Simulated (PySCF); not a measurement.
Species: difluoromethylene, CF2 (singlet state).
Structure used (PBE0-D3(BJ)/def2-TZVP), in Å, numbered top down from 1:
```
atom  x, y, z in Å
F1    -1.034   -0.253   -0.339
C2    -0.035    0.459    0.078
F3     1.016   -0.234   -0.232
```

Computed with PySCF, TDDFT CAM-B3LYP/aug-cc-pVTZ, vertical, gas phase, core orbitals frozen in the response. Geometry: PBE0-D3(BJ)/def2-TZVP; no solvent, vibrations or thermal averaging.

Orbital energies (eV): HOMO-3 -17.45, HOMO-2 -15.39, HOMO-1 -14.68, HOMO -10.45, LUMO -1.10, LUMO+1 1.09, LUMO+2 1.41.

Question: Among the lowest singlets, which states do these configurations lead, and at what energies: HOMO→LUMO+2, HOMO→LUMO, HOMO-2→LUMO, HOMO-3→LUMO, HOMO-1→LUMO, HOMO→LUMO+1?

Answer: 

```json
{"state": "S1", "leading configuration": "HOMO→LUMO", "weight": "0.98", "Δε (eV)": "9.35", "E (eV)": "4.79", "E − Δε (eV)": "-4.55", "f": "0.033", "other configurations": "–"}
{"state": "S2", "leading configuration": "HOMO-1→LUMO", "weight": "0.99", "Δε (eV)": "13.58", "E (eV)": "8.34", "E − Δε (eV)": "-5.23", "f": "0.0000", "other configurations": "–"}
{"state": "S3", "leading configuration": "HOMO→LUMO+1", "weight": "0.98", "Δε (eV)": "11.53", "E (eV)": "8.71", "E − Δε (eV)": "-2.83", "f": "0.023", "other configurations": "–"}
{"state": "S4", "leading configuration": "HOMO→LUMO+2", "weight": "0.92", "Δε (eV)": "11.85", "E (eV)": "8.93", "E − Δε (eV)": "-2.92", "f": "0.061", "other configurations": "–"}
{"state": "S7", "leading configuration": "HOMO-2→LUMO", "weight": "0.85", "Δε (eV)": "14.29", "E (eV)": "10.18", "E − Δε (eV)": "-4.11", "f": "0.076", "other configurations": "–"}
{"state": "S8", "leading configuration": "HOMO-3→LUMO", "weight": "0.98", "Δε (eV)": "16.34", "E (eV)": "11.15", "E − Δε (eV)": "-5.20", "f": "0.011", "other configurations": "–"}
```

E − Δε runs from -5.23 to -2.83 eV. By orbital difference alone the order would be S1, S3, S4, S2, S7, S8. Δε is the difference of the two orbital energies.

H and L stand for HOMO and LUMO. The other states: S5 9.17 eV, f 0.059, H→L+4 (98%); S6 9.19 eV, f 0.139, H→L+3 (98%); S9 11.67 eV, f 0.0058, H→L+5 (98%); S10 11.76 eV, f 0.0032, H→L+6 (44%), H→L+8 (23%), H-4→L (16%).

Question: Pair triplets and singlets of the same leading configuration (75% or more in both) and give the splittings.

Answer: 

```
configuration  triplet  E(T) (eV)  singlet  E(S) (eV)  E(S) − E(T) (eV)
    HOMO→LUMO       T1       2.50       S1       4.79             +2.29
  HOMO-1→LUMO       T2       8.06       S2       8.34             +0.29
  HOMO→LUMO+1       T3       8.16       S3       8.71             +0.55
```

The 4 triplets are Tamm–Dancoff values, the singlets full response.

Summed over the main configurations (up to three a state, each over 8%) of all 10 singlets, the electron leaves HOMO with weight 6.48, HOMO-1 with weight 0.99, HOMO-3 with weight 0.98 and HOMO-2 with weight 0.85.
